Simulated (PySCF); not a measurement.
Compound: C3H9N (charge +1 and doublet state).
Z-matrix (Å and degrees, GFN2-xTB geometry), rows numbered from 1:
```
C 
C   1  1.5237
C   2  1.5237  1  116.08
N   2  1.3885  1  113.62  3   134.52
H   1  1.0859  2  110.78  3    53.52
H   1  1.0912  2  109.03  3   -65.72
H   1  1.0883  2  112.19  3   175.03
H   2  1.1261  1  102.50  3  -110.83
H   3  1.0883  2  112.21  1  -175.20
H   3  1.0912  2  109.01  1    65.60
H   3  1.0859  2  110.79  1   -53.64
H   4  1.0106  2  121.04  1  -155.43
H   4  1.0106  2  121.04  1    19.75
```

The hyperfine couplings belong to this conformer and change with its torsions.

Identity: `CC(C)[NH2+]` [radical] (charge +1).

Method: UKS B3LYP, pcH-1 on C H N, non-relativistic, mean-field spin-orbit, GIAO in PySCF 2.14.0. The structure is a single GFN2-xTB conformer in the gas phase; no vibrational or solvent corrections. The geometry wasn't refined by DFT: couplings that depend on bond lengths, twists or pyramidal angles can differ widely from those at the functional's own minimum, by a factor of two or more for some ions and for spin on atoms past the first row. The SCF solution wasn't tested for stability.

**Question.** Break the g tensor into its mass correction, gauge correction and orbital-Zeeman/spin–orbit terms.

**Answer.** 
```
                    Δg (ppm)     1     2     3
relativistic mass correction  -205  -205  -205
            gauge correction    11    41    28
   orbital Zeeman/spin–orbit    42  1666  2174
                       total  -153  1502  1997
```

So g = 2.00217, 2.00382, 2.00432 and g_iso = 2.00343; the tensor is rhombic: the two nearest values differ by 23 % of g3 − g1. Axes: g2 points within 3° of the C2–N4 bond.

**Question.** At 9.781 GHz, how far is the centre of the isotropic spectrum from where a free electron (g = 2.002319) resonates?

**Answer.** B = hν/(g μB) with μB/h = 13.99624 MHz/mT gives 349.01 mT for the free electron and 348.82 mT at g_iso, 0.19 mT lower.

**Question.** What are the electron Larmor frequencies g μB B/h along the three axes at 1200 mT?

**Answer.** 33.6274, 33.6552, 33.6635 GHz for g1, g2 and g3, a range of 36.1 MHz.

**Question.** How much does each term add to the isotropic shift?

**Answer.** The orbital-Zeeman/spin–orbit term 1294, the mass correction -205 and the gauge correction 27 ppm, for a total of 1115 ppm. The orbital-Zeeman/spin–orbit term is the largest in size. The mass correction is the same along every axis, so the anisotropy comes from the other two: their spans along these axes are 30 (gauge) and 2132 ppm (orbital Zeeman/spin–orbit).

**Question.** In a frozen sample, at which fields do the three g values resonate at 9.5, 34, 94 and 263 GHz (hyperfine left aside), and which band first spreads them over more than twice a line width of 0.5 mT?

**Answer.** 
| band | GHz | B(g3) mT | B(g2) mT | B(g1) mT | spread mT |
| --- | --- | --- | --- | --- | --- |
| X | 9.5 | 338.65 | 338.73 | 339.01 | 0.36 |
| Q | 34.0 | 1212.00 | 1212.30 | 1213.30 | 1.30 |
| W | 94.0 | 3350.81 | 3351.64 | 3354.41 | 3.60 |
| J | 263.0 | 9375.14 | 9377.46 | 9385.21 | 10.07 |

The spread grows in proportion to the frequency. Q band is the first where it exceeds 1.0 mT.

Largest spin populations (Mulliken): N4 (+0.78) and H8 (+0.18). The angles at N4 add up to 359.8°, so it is planar; its axial dipolar tensor and the negative couplings of its protons fit spin in a p orbital normal to that plane.

The HOMO–LUMO gaps are 9.63 eV among the α and 4.24 eV among the β orbitals.

Time: 21 s of wall time (with the writing of density and orbital grids); peak memory 0.75 GiB. Hardware: one thread of an Arm Neoverse V1 (shared host).
